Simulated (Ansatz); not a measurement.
CHF2O, SMILES `[O]C(F)F` radical at its PBE0-D4/def2-TZVP geometry, where that method's forces vanish. Charge 0, multiplicity 2.

```xyz
5

O     1.1224   -0.2951    0.6406
C     0.0152    0.0079   -0.0108
F    -0.6837   -1.0655   -0.4288
F    -0.8393    0.7765    0.6923
H     0.3855    0.5762   -0.8932
```

Q: What forces (eV/Å) does r2SCAN-D4/def2-TZVPP give on these atoms in Ansatz 0.2.0? (An estimate is asked.)

A: Ansatz gave: 
```
O1   0.101  0.019 -0.018
C2   0.411 -0.012  0.076
F3  -0.251 -0.294 -0.163
F4  -0.297  0.246  0.165
H5   0.036  0.040 -0.061
```
